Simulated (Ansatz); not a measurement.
BClO (`O=BCl`), relaxed with RKS PBE0-D4/def2-TZVP in Ansatz 0.2.0 from a PBE-D4/def2-SVP geometry. The force threshold is 0.005 eV/Å; the program also tests the step.

Total charge 0; spin multiplicity 1.

Start:

```xyz
3

O    -1.291    0.405    0.256
B    -0.149    0.047    0.030
Cl    1.440   -0.451   -0.286
```

| step | energy (eV) | largest force (eV/Å) | largest move (Å) |
| --- | --- | --- | --- |
| 1 | -15242.1992 | 0.986 | 0.000 |
| 2 | -15242.2113 | 0.169 | 0.011 |
| 3 | -15242.2123 | 0.052 | 0.005 |
| 4 | -15242.2123 | 0.002 | 0.001 |

End:

```xyz
3

O    -1.278    0.400    0.253
B    -0.149    0.047    0.030
Cl    1.427   -0.447   -0.283
```

Run time 3.4 s (2 threads of an AMD EPYC 7R13 on a shared host); peak host memory 0.18 GiB.
